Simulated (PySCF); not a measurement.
## Worked example: chemical shift, span and skew from a shielding tensor

NO, SMILES [N]=O (connectivity only; charge and spin as stated), charge +1, multiplicity 1. Atoms are numbered in the order given.

```xyz
2

N      0.0000     0.0000    -0.5706
O      0.0000     0.0000     0.4992
```
Charge +1, spin multiplicity 1.

The structure is a stationary point at PBE-D3(BJ)/def2-TZVPD.

GIAO shieldings from PBE0/pcSseg-2 (PySCF), non-relativistic, no solvent. The symmetric part of the tensor of N1 has the principal values -427.2, -427.2, 331.6 ppm. The same nucleus in NH3 has σ = 263.3 ppm at this level (PySCF, at its B3LYP-D3(BJ)/def2-TZVP geometry).

Problem. Work out the isotropic shielding, the ¹⁵N shift against NH3, the span and the skew.

Solution. 
σ(iso) = (σ11 + σ22 + σ33)/3 = -174.3 ppm. δ = σ(ref) − σ(iso) = 263.3 − (-174.3) = 437.6 ppm.
Span Ω = σ33 − σ11 = 758.8 ppm. Skew κ = 3(σ(iso) − σ22)/Ω = 1.00, an axial tensor. Tumbling in solution averages the tensor to δ; in a static solid the shielding alone would spread this spin-1/2 line over Ω.
